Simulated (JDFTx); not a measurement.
System: hydrogen chloride, HCl (SMILES Cl), charge 0, multiplicity 1; geometry: optimised with GFN2-xTB in vacuum (no frequencies checked; largest PBE force component 0.5 eV/Å). Z-matrix (Å, degrees):
```
Cl
H 1 1.2763
```

Method: PBE, GBRV ultrasoft potentials, plane waves to 20/100 Ha, in a modified build of JDFTx. In CANDLE, water, 2 M NaF (ε = 78.4): solvation energy -0.093 eV, of which cavitation 0.238 and dispersion -0.176 eV; cavity volume 115 Å³; dipole 1.05 D in vacuum and 1.59 D in the liquid.

The values are those of the intact species: the continuum can't coordinate to it or react with it. This is the neutral, undissociated acid.

A calculation by hand: the electrostatic part beside Onsager's estimate for a point dipole in a sphere of that volume.

Electrostatic part, the solute's polarisation included: -0.093 − (0.238) − (-0.176) = -0.155 eV. Sphere: a³ = 3V/4π = 27.4 Å³, a = 3.01 Å. With 1 D = 0.2082 e Å, ΔG = −[(ε − 1)/(2ε + 1)] μ₀μ (14.40 eV Å)/a³ = -0.019 eV, 12 % of the computed part. The estimate leaves out higher multipoles and the cavity's shape, and hangs on the volume taken, as 1/a³.
